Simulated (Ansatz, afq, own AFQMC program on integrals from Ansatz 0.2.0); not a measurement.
Two steps: Ansatz 0.2.0 writes the Fock matrix and Cholesky factors of the valence space, and afq projects on them the lowest state that overlaps trial and start.

```yaml
crystal:
  periodic: [false, false, false]
  atoms:
    - {symbol: Ge, position_ang: [0.000000, -0.030265, 0.000000]}
    - {symbol: H, position_ang: [0.000000, 1.090584, -1.133489]}
    - {symbol: H, position_ang: [0.000000, 1.090579, 1.133493]}
basis:
  gaussian: {orbitals: cc-pVTZ}
magnetization: {spin_polarized: true, initial_magnetization: 0}
correlation: {method: ccsd_t, electrons: outside_noble_gas, hamiltonian_folder: ham}
```

```sh
$ ansatz run in.yaml --threads 1 --pin off --events-out ev --progress --plain --max-ram 1843MiB
```

Options of the walk:

```
--method phaseless --trial cisd --walkers 60 --populations 1 --least-time 40 --time-step 0.005 --steps-per-block 50 --equilibration-blocks 28 --max-blocks 300 --target-error 0.00029 --factor-cut 1e-05 --start spin_pure --seed 4154 --release-times 0.24,0.51,0.99,1.62,2.4 --release-step 0.03 --release-every 4 --taylor-order 6
```

Times are imaginary, in 1/Eh. The walk had a cap of 1281 s. Filled inner d shells are frozen with the cores.

afq prints:

```
orbitals 57  electrons 3 3  factors 385 of 433
reference energy -2076.51571543 Eh
CCSD correlation -0.12850085 Eh in 11 cycles, weight of the determinant in the CISD state 0.9111
energy of the start -2076.644216 Eh
 block  time / (1/Eh)  mean weight  energy / Eh
     1     0.250  1.0002  -2076.643775
     2     0.500  1.0027  -2076.643918
     3     0.750  0.9993  -2076.644744
     4     1.000  0.9996  -2076.646461
     5     1.250  0.9988  -2076.648264
    10     2.500  1.0006  -2076.647394
    29     7.250  1.0001  -2076.646288
    49    12.250  0.9984  -2076.649016
    69    17.250  1.0017  -2076.652199
    89    22.250  0.9995  -2076.647470
   109    27.250  0.9980  -2076.646398
   129    32.250  0.9998  -2076.647328
   149    37.250  1.0004  -2076.647439
   153    38.250  0.9999  -2076.660455
   169    42.250  0.9994  -2076.649357
   185    46.250  0.9994  -2076.645396
blocks merged  error / Eh  count
     1  0.000169  160
     2  0.000220  80
     4  0.000255  40
     8  0.000281  20
    16  0.000297  10
released: time / (1/Eh)  energy / Eh  error  mean overlap
  0.24  -2076.648473  0.000256  0.9985
  0.51  -2076.648533  0.000228  0.9889
  0.99  -2076.648746  0.000230  0.9713
  1.62  -2076.648409  0.000235  0.9780
  2.40  -2076.648994  0.000322  0.9584
energy -2076.648593 +/- 0.000281 Eh
(rows thinned)
```

The run passed its tests (sampling time, drift between the halves within three errors, error under three times the target), which doesn't prove that it has relaxed.

Against this walk (error 7.6 meV) on the same determinant: CCSD(T) 31.3 meV higher, CCSDT(Q) 10.7 meV higher (within the noise). The error is statistical and leaves out the bias of the constraint. Released to 2.40 1/Eh the energy moves by -11 ± 12 meV (both errors), within twice the noise.

Cautions: constraint bias not in the error; no relativity below Rb; no spin-orbit coupling; inner d shell frozen; an unrestricted solution with more broken spin lies lower (36 meV, ⟨S²⟩ 0.26), while this determinant keeps restricted orbitals.

The walk took 6.2 min on 1 thread of Arm Neoverse V2, on a shared host. The log's last line is the phaseless energy.

CCSDT and higher add their correlation energy to the determinant of the CCSD(T) run, since their own runs factorise the integrals more tightly (a shift of under 2 meV). A walk keeps the symmetry of its determinant, which the program's search chose and which needn't be the lowest solution, so a lower state of the same spin and another symmetry isn't excluded.
